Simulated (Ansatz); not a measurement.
A single point on C$_{4}$H$_{6}$O, SMILES `OC1=CCC1`.

```yaml
crystal:
  periodic: [false, false, false]
  atoms:
    - {symbol: O, position_ang: [1.033792, 1.917041, -0.200621]}
    - {symbol: C, position_ang: [0.514505, 0.694621, 0.001362]}
    - {symbol: C, position_ang: [0.947886, -0.381073, 0.662799]}
    - {symbol: C, position_ang: [-0.285545, -1.178493, 0.307422]}
    - {symbol: C, position_ang: [-0.776931, 0.086344, -0.460279]}
    - {symbol: H, position_ang: [0.423689, 2.433592, -0.733102]}
    - {symbol: H, position_ang: [1.836037, -0.608502, 1.235608]}
    - {symbol: H, position_ang: [-0.126337, -2.050696, -0.332910]}
    - {symbol: H, position_ang: [-0.929199, -1.466685, 1.143336]}
    - {symbol: H, position_ang: [-1.688758, 0.541146, -0.061566]}
    - {symbol: H, position_ang: [-0.883738, -0.044394, -1.541349]}
basis:
  gaussian: {orbitals: def2-TZVPP}
hamiltonian: {xc: pbe}
correlation: {method: rpa}
```

```sh
$ ansatz run in.yaml --threads 4 --pin off --events-out ev --progress --plain --max-ram 10444MiB
```

Output, abridged:

```
Functional definition: PBE
1436 factors; integrals over basis functions are off by at most 9.5e-4 eV
mean field evaluation 1: about -6271.3065 eV, gradient 8.1e1 eV
mean field evaluation 2: about -6271.2948 eV, gradient 8.1e1 eV
mean field evaluation 4: about -6285.6290 eV, gradient 1.3e1 eV
mean field evaluation 8: about -6286.0260 eV, gradient 3.3e-1 eV
mean field evaluation 16: about -6286.0258 eV, gradient 3.6e-4 eV
mean field -6286.02578371 eV, -231.0071867299 hartree, gradient 7.1e-6 eV, S^2 0.000000; 0 other end points of the search recorded, 0 dependent functions left out
5 core orbitals not correlated: weight in the atoms' cores, before any rotation towards them, 1.000 or more for the frozen orbitals, at most 0.000 for the correlated occupied ones
reference -6253.37551556 eV, -229.8073115067 hartree; 14, 14 occupied and 220, 220 virtual orbitals, 1436 factors
Total energy: -6292.18953803 eV, -231.2337005234 hartree
```

It took 4.3 s on 4 threads of an Arm Neoverse V2 on a shared host, with 0.58 GiB of host memory at the peak.
